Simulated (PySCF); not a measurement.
Calculation: PySCF 2.14.0 with PBE-D3(BJ)/def2-TZVP // B3LYP-D3(BJ)/def2-TZVP. All species are isolated molecules in the gas phase. Excitations are Tamm–Dancoff values on a coarser integration grid. The basis has no diffuse functions, so Rydberg states are missing or too high.

Reference species (SMILES): `C#N` (neutral, multiplicity 1).

```yaml
S1 excitation (TDA): 8.18 eV
HOMO: -9.04 eV
LUMO: -0.86 eV
S1 oscillator strength: 0.000
```

Changed species: `N#C[SiH3]` (X = silyl; the reference has X = H).

**Question.** Give the shifts of the S1 excitation (TDA), HOMO, LUMO and S1 oscillator strength.

**Answer.** the S1 excitation (TDA) decreases by 1.25 eV, to 6.93 eV; the HOMO rises by 0.51 eV, to -8.53 eV; the LUMO decreases by 0.74 eV, to -1.60 eV; the S1 oscillator strength is nearly the same.
